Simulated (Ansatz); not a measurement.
**Crystal structures of chromium under PBEsol**

Theory: DFT, PBEsol, plane waves (420 eV) with PAW, scalar-relativistic (Ansatz). The PAW files were generated under PBE, with cores re-solved for the functional.

Each structure is relaxed within its own symmetry, so a high-lying one may be dynamically unstable.

Question: Rank these structures of chromium by energy per atom, lowest first.
A. omega (AlB2-type)
B. A15
C. simple cubic
D. hcp
E. diamond
F. dhcp
G. bcc

Answer: G (0 meV/atom), B (66 meV/atom), A (355 meV/atom), F (410 meV/atom), D (421 meV/atom), C (1071 meV/atom), E (2147 meV/atom).

```csv
structure,ΔE (meV/atom),V (Å³/atom),cell,magnetic state
bcc,0,11.17,a = 2.817 Å,non-magnetic
A15,66,11.30,a = 4.489 Å,non-magnetic
omega (AlB2-type),355,11.42,"a = 4.185 Å, c = 2.259 Å (c/a = 0.540)",spin not included
dhcp,410,11.47,"a = 2.468 Å, c = 8.696 Å (c/a = 3.523)",non-magnetic
hcp,421,11.49,"a = 2.457 Å, c = 4.394 Å (c/a = 1.789)",non-magnetic
simple cubic,1071,12.28,a = 2.307 Å,spin not included
diamond,2147,17.54,a = 5.196 Å,"antiferromagnetic, largest moment 2.16 μB in the atomic sphere"
```

ΔE counts from bcc.

Differences under about 8 meV lie within the error of the k-point mesh.
